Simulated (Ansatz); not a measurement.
## HB–AlH, triplet: breathe scan

Starting geometry (PBE0/def2-TZVP stationary point for this spin, not checked as a minimum):

```xyz
4

B     0.0000    0.0000    1.0513
Al    0.0000    0.0000   -0.8575
H     0.0000    0.0000    2.2344
H     0.0000    0.0000   -2.4283
```

From there all distances are scaled together; atoms are numbered as listed. Energies are in eV, counted from the starting geometry at the same level. Kohn–Sham curves are unrestricted where that lies lower.

Basis 6-31G; Ansatz 0.2.0. Only valence electrons are correlated (noble-gas cores frozen).

Unrestricted Kohn–Sham rows aren't spin-pure: their determinants' ⟨S²⟩ exceeds S(S+1) by up to 0.80, so they mix in states of higher spin. A value is left out where its run failed or describes another state than the reference as far as symmetry and spin tell, or, spin-broken singlets apart, can't be checked. The reference follows the lowest state, whose symmetry changes from Σ⁻ or Δ to Π between 1.320 and 1.487.

In so small a basis the reference is far from its limit while semilocal and hybrid functionals are nearer theirs (RPA and double hybrids share much of the reference's basis error), so the functionals' errors here hold much of the reference's basis and frozen-core error, which can add to them or hide them.

Full CI is exact within this basis and frozen core; it isn't the basis-set limit.

| scale of all distances | full CI | SPW92 | PBE | PBE0 | wB97M-V | RPA-PBE |
| --- | --- | --- | --- | --- | --- | --- |
| 0.885 | 1.643 | 1.475 | 1.527 | 1.430 | 1.331 | 1.697 |
| 1.000 | 0.000 | 0.000 | 0.000 | 0.000 | 0.000 | 0.000 |
| 1.122 | 0.496 | 0.622 | 0.591 | 0.731 | 0.839 | 0.432 |
| 1.320 | 2.950 | 3.314 | 3.254 | – | – | 2.735 |
| 1.487 | 4.072 | 4.713 | 4.526 | 4.854 | 5.005 | 3.786 |
| 1.759 | 5.493 | 6.642 | 6.350 | 6.792 | 6.822 | 5.157 |
| 1.981 | 6.150 | 7.791 | 7.393 | 7.754 | 7.733 | 5.873 |
| 2.403 | 6.818 | 9.112 | 8.421 | 8.521 | 8.457 | 6.567 |

PBE0 at 2.403 lies 1.703 eV (25 %) above the reference in this basis. SPW92 at 2.403 lies 2.294 eV (34 %) above the reference in this basis. wB97M-V at 2.403 lies 1.639 eV (24 %) above the reference in this basis. PBE at 2.403 lies 1.603 eV (24 %) above the reference in this basis.
